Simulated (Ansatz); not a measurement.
Geometry optimisation, RKS PBE-D4/def2-SVP (Ansatz).

input.yaml

```yaml
crystal:
  periodic: [false, false, false]
  atoms:
    - { symbol: Al, position_ang: [0.070303, 0.277191, -0.098414] }
    - { symbol: F, position_ang: [-0.061301, 0.203011, 1.590954] }
    - { symbol: H, position_ang: [1.499171, 0.629518, -0.700544] }
    - { symbol: H, position_ang: [-1.310449, 0.142969, -0.884149] }
    - { symbol: S, position_ang: [0.30951, -3.000149, 0.940581] }
    - { symbol: H, position_ang: [-0.992031, -3.201297, 0.575658] }
    - { symbol: H, position_ang: [-0.005803, -1.915242, 1.749615] }
basis:
  gaussian: { orbitals: def2-SVP }
hamiltonian:
  xc: pbe
  dispersion: d4
relax:
  f_tol: 0.03
  max_steps: 50
output:
  orbitals: {}
```

Run as:

```bash
$ ansatz run input.yaml --threads 1 --pin off --max-ram 2048MiB --backend cpu --events-out ev --progress --plain --runs-dir out
```

**Question.** Where does it end, and by what steps?

**Answer.** The run converged. After 10 steps the energy has fallen by 0.326 eV; S5 moved furthest, 0.58 Å. Joined: Al1–S5 (3.45 → 2.61 Å).

```csv
step,energy less start (eV),largest force component (eV/Å),accepted
0,0.0000,0.646,yes
1,-0.1288,0.628,yes
2,-0.2295,0.525,yes
3,-0.2521,0.924,yes
4,-0.3038,0.449,yes
5,-0.2944,0.703,no
6,-0.3232,0.125,yes
7,-0.3237,0.127,yes
8,-0.3250,0.081,yes
9,-0.3253,0.032,yes
10,-0.3255,0.022,yes
```

```xyz
7
Properties=species:S:1:pos:R:3
Al 0.024 -0.009 -0.005
F -0.239 0.341 1.643
H 1.486 0.324 -0.558
H -1.294 -0.098 -0.910
S 0.310 -2.541 0.579
H -1.029 -2.802 0.561
H 0.252 -2.080 1.864
```

Whether the end is a true minimum wasn't checked by a vibrational analysis.

Time of the run: 15 s on 1 thread of Intel(R) Xeon(R) 6975P-C (Granite Rapids) (shared host), peak memory 0.15 GiB.
